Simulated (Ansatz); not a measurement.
# SiH₂F (doublet): wave-function methods side by side, def2-QZVPP

One table from this session's results is given with a row withheld; the runs are named, their logs left out.

Program: Ansatz 0.2.0, Gaussian basis. Level of theory: def2-QZVPP, core rule «outside noble gas», up to 6 orbitals frozen. These are calculated values, not measurements.

To be run: UHF; ROHF; CCSD(T) on UHF.

2 further runs of the same task are left out: 2 set aside as unsound or not needed.

## The system

The geometry is a PBE0/def2-TZVP stationary point (not a proven minimum).

4 atoms, charge 0, spin multiplicity 2.

Atoms are counted from 1 here; the program's logs count them from 0.

Bond lengths: Si1–F2 1.599 Å, Si1–H3 1.463 Å, Si1–H4 1.463 Å. Angles: F2–Si1–H3 115.4°, F2–Si1–H4 115.4°, H3–Si1–H4 129.1°.

Set-up of the first run:

Input file in.yaml:

```yaml
crystal:
  periodic: [false, false, false]
  atoms:
    - {symbol: Si, position_ang: [0.000000, 0.000000, 0.593067]}
    - {symbol: F, position_ang: [0.000000, 0.000000, -1.006354]}
    - {symbol: H, position_ang: [0.000000, 1.321394, 1.221565]}
    - {symbol: H, position_ang: [0.000000, -1.321394, 1.221565]}
basis:
  gaussian: {orbitals: "def2-QZVPP.json"}
magnetization: {spin_polarized: true, initial_magnetization: 1}
hamiltonian: {xc: hf}
output: {orbitals: {seedname: orbitals}}
```

Started as:

```sh
$ ansatz run in.yaml --threads 1 --pin off --events-out ev --progress --plain --max-ram 2393MiB
```

Steps of the session up to this table: UHF; ROHF; CCSD(T) on UHF.

One of the session's tables, all rows but one given; the rest of the session is left out.

| method | from UCCSD(T) (meV) |
| --- | --- |
| ROHF | +11634.6 |
| UHF | +11504.9 |
| UMP2 | ? |
| UCCSD | +354.1 |
| UCCSD(T) | 0 |

Q: Estimate the row for UMP2 from the others.

**Answer.** from UCCSD(T) (meV): +781.5. In the column «from UCCSD(T) (meV)» it lies between UCCSD (+354.1) and UHF (+11504.9).
